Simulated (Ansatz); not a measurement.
Potential energy surface of H2Li, doublet: collinear Li-H-H surface. Scanned: Li-H distance and H-H distance.

Cartesian coordinates as functions of the variables (Å; names that start with a are angles):
```
Li  0  0  -r1
H  0  0  0
H  0  0  r2
```

Computed with unrestricted PBE/aug-cc-pVDZ (Ansatz, a quantum-chemistry and plane-wave program).

Energy in mEh above the lowest grid point; x is the Li-H distance (Å), y the H-H distance (Å).

```csv
y \ x,1.36,1.44,1.62,1.73,1.84,2.01,2.19,2.45,2.69,3,3.26,3.81,4.64
2.15,86.8,81.1,76.7,77.8,80.6,87.0,95.1,107.2,117.5,128.4,135.4,145.2,152.0
1.81,84.5,78.5,73.3,73.7,75.9,81.2,88.0,97.8,105.9,114.5,120.1,128.4,134.7
1.50,79.5,72.7,65.4,64.5,65.1,67.9,71.9,77.9,82.9,88.2,91.6,96.6,100.3
1.39,75.8,68.6,60.2,58.6,58.4,60.1,62.9,67.4,71.2,75.2,77.9,81.6,84.4
1.20,65.1,57.2,47.1,44.2,42.7,42.4,43.2,45.1,47.0,49.1,50.4,52.4,53.7
1.09,56.3,48.2,37.3,33.8,31.7,30.3,30.1,30.7,31.6,32.7,33.5,34.6,35.4
1.03,50.9,42.8,31.6,27.8,25.4,23.5,22.8,22.9,23.3,23.9,24.4,25.3,25.8
0.94,42.7,34.7,23.3,19.2,16.5,14.1,12.8,12.0,11.9,12.0,12.2,12.6,12.9
0.86,36.4,28.6,17.4,13.2,10.4,7.6,5.9,4.7,4.1,3.9,3.9,4.0,4.2
0.81,33.8,26.3,15.2,11.1,8.3,5.4,3.5,2.0,1.3,0.9,0.7,0.7,0.8
0.75,33.3,26.0,15.4,11.4,8.5,5.6,3.6,1.9,1.0,0.4,0.1,0.0,0.1
0.68,38.5,31.6,21.5,17.7,14.9,12.1,10.0,8.1,7.1,6.3,5.9,5.7,5.7
0.63,48.2,41.5,31.8,28.2,25.5,22.7,20.7,18.7,17.6,16.7,16.3,16.0,15.9
```

Points that lie below all their neighbours on the grid: x = 3.81, y = 0.75 (0.0 mEh).
